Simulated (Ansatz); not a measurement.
# Worked example: GaP$_{2}$H⁺, doublet against GaP2H, triplet

Geometry (PBE0/def2-TZVP stationary point of a triplet), kept for both states (GaP2H, triplet: A; GaP2H⁺, doublet: A):

```yaml
atoms:
  - { symbol: Ga, position_ang: [-0.0099, 0.0340, 1.1545] }
  - { symbol: P, position_ang: [0.0883, 0.9813, -1.3360] }
  - { symbol: P, position_ang: [-0.0235, -1.0996, -1.2197] }
  - { symbol: H, position_ang: [-1.3092, 1.2855, -1.3235] }
```

Basis cc-pVDZ; Ansatz 0.2.0. Correlated methods freeze the noble-gas cores and the filled d shells of p-block atoms. Prefix R: restricted or restricted open-shell reference; prefix U: unrestricted. No spin–orbit coupling is included, and no scalar relativity.

Full CI isn't at hand for all of this; UCCSDT(Q) serves as the reference, and is uncertain by the last step of the cluster series or more.

Unrestricted rows (U, and Kohn–Sham where it breaks symmetry) aren't spin-pure: their determinants' ⟨S²⟩ exceeds S(S+1) by up to 0.89, so they mix in states of higher spin.

```
    level  E(GaP2H, triplet) (hartree)  E(GaP2H⁺, doublet) (hartree)
      UHF                 -2605.257547                  -2605.007074
     UMP2                 -2605.508603                  -2605.224645
 UCCSD(T)                 -2605.563410                  -2605.288862
      PBE                 -2607.495545                  -2607.209895
   r2SCAN                 -2608.031540                  -2607.740272
UCCSDT(Q)                 -2605.566242                  -2605.294266
```

**Question.** Give the vertical gap, GaP2H⁺ doublet less GaP2H triplet, at each level in eV (1 hartree = 27.2114 eV), and each error against UCCSDT(Q).

**Answer.** UCCSDT(Q): (-2605.294266 − (-2605.566242)) × 27.2114 = 7.401 eV (the reference)
r2SCAN: (-2607.740272 − (-2608.031540)) × 27.2114 = 7.926 eV, error 0.525 eV
PBE: (-2607.209895 − (-2607.495545)) × 27.2114 = 7.773 eV, error 0.372 eV
UCCSD(T): (-2605.288862 − (-2605.563410)) × 27.2114 = 7.471 eV, error 0.070 eV
UMP2: (-2605.224645 − (-2605.508603)) × 27.2114 = 7.727 eV, error 0.326 eV
UHF: (-2605.007074 − (-2605.257547)) × 27.2114 = 6.816 eV, error -0.585 eV

Total energies of functionals can't be set beside those of wave-function methods, since they hold the core's correlation and their own absolute errors; only the differences compare.

In so small a basis the reference is far from its limit while semilocal and hybrid functionals are nearer theirs, so the functionals' errors here hold much of the reference's basis and frozen-core error, which can add to them or hide them.

Each level lands on the state that its own search finds. T1 diagnostics of restricted CCSD: 0.031 and 0.041.
